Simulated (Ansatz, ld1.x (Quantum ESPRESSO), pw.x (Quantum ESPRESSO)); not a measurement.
# pw.x on fcc Sr: one setting changed

Potential: norm-conserving Troullier–Martins (Kleinman–Bylander form), ld1.x (Quantum ESPRESSO) 7.5, PBE; core [Kr], reference 4d0 5s2 5p0; waves: 5p (bound, empty): rc 4.20 bohr; 4d (bound, empty): rc 3.20 bohr; 5s (bound): rc 2.65 bohr; local part: the s channel; core correction: a·sin(br)/r model core inside 3.18 bohr.

The reference run (k-mesh 10³, cutoffs 50/200 Ry, Fermi–Dirac 0.01 Ry, mixing_beta 0.4, conv_thr 1e-9, no spin) gives -0.10 GPa at 55.145 Å³/atom, where all-electron LAPW gives 0.01 GPa. This run, with its own iteration cap, changes k-mesh shift to 1.

```
&control
  calculation='scf', prefix='x', pseudo_dir='./', outdir='./tmp', tstress=.true., disk_io='none'
/
&system
  ibrav=0, nat=1, ntyp=1, ecutwfc=50, ecutrho=200, nbnd=8,
  occupations='smearing', smearing='fd', degauss=0.01
/
&electrons
  conv_thr=1e-09, mixing_beta=0.4, electron_maxstep=50
/
ATOMIC_SPECIES
Sr 1.0 Sr.UPF
CELL_PARAMETERS angstrom
  0.00000000 3.02105558 3.02105558
  3.02105558 0.00000000 3.02105558
  3.02105558 3.02105558 0.00000000
ATOMIC_POSITIONS crystal
Sr 0.0000 0.0000 0.0000
K_POINTS automatic
10 10 10 1 1 1
```

```bash
pw.x < Sr.scf.in > Sr.scf.out
```

**Question.** How does the run end?

**Answer.** It converges in 7 iterations; the free energy moves by +0.4 meV/atom and the pressure by +0.00 GPa. The result is that of the reference run.

```
Message from routine setup:
     using ibrav=0 with symmetry is DISCOURAGED, use correct ibrav instead
     lattice parameter (alat)  =       8.0737  a.u.
     unit-cell volume          =     372.1369 (a.u.)^3
     number of electrons       =         2.00
     number of Kohn-Sham states=            8
     kinetic-energy cutoff     =      50.0000  Ry
     charge density cutoff     =     200.0000  Ry
     scf convergence threshold =      1.0E-09
     Exchange-correlation= PBE
     number of k points=   110  Fermi-Dirac smearing, width (Ry)=  0.0100
     iteration #  1     ecut=    50.00 Ry     beta= 0.40
     total energy              =      -1.68162307 Ry
     estimated scf accuracy    <       0.00113457 Ry
     iteration #  2     ecut=    50.00 Ry     beta= 0.40
     total energy              =      -1.68191245 Ry
     estimated scf accuracy    <       0.00041392 Ry
     iteration #  3     ecut=    50.00 Ry     beta= 0.40
     total energy              =      -1.68192909 Ry
     estimated scf accuracy    <       0.00000115 Ry
     iteration #  4     ecut=    50.00 Ry     beta= 0.40
     c_bands:  1 eigenvalues not converged
     c_bands:  1 eigenvalues not converged
     total energy              =      -1.68193177 Ry
     estimated scf accuracy    <       0.00000041 Ry
     iteration #  5     ecut=    50.00 Ry     beta= 0.40
     total energy              =      -1.68193180 Ry
     estimated scf accuracy    <       0.00000002 Ry
     iteration #  6     ecut=    50.00 Ry     beta= 0.40
     total energy              =      -1.68193181 Ry
     estimated scf accuracy    <          1.2E-09 Ry
     iteration #  7     ecut=    50.00 Ry     beta= 0.40
     the Fermi energy is     1.7997 ev
!    total energy              =      -1.68193181 Ry
     estimated scf accuracy    <          5.6E-12 Ry
     smearing contrib. (-TS)   =      -0.00590228 Ry
     The total energy is F=E-TS. E is the sum of the following terms:
     one-electron contribution =       1.01514840 Ry
     hartree contribution      =       0.00302623 Ry
     xc contribution           =      -1.08800759 Ry
     ewald contribution        =      -1.60619657 Ry
     convergence has been achieved in   7 iterations
          total   stress  (Ry/bohr**3)                   (kbar)     P=       -0.97
     Message from routine punch:
     Nothing written, as per user request (disk_io='none')
```

The run took about 27 s on one core of a shared host (Neoverse-V1, 32 threads, 247 GiB, load 15).
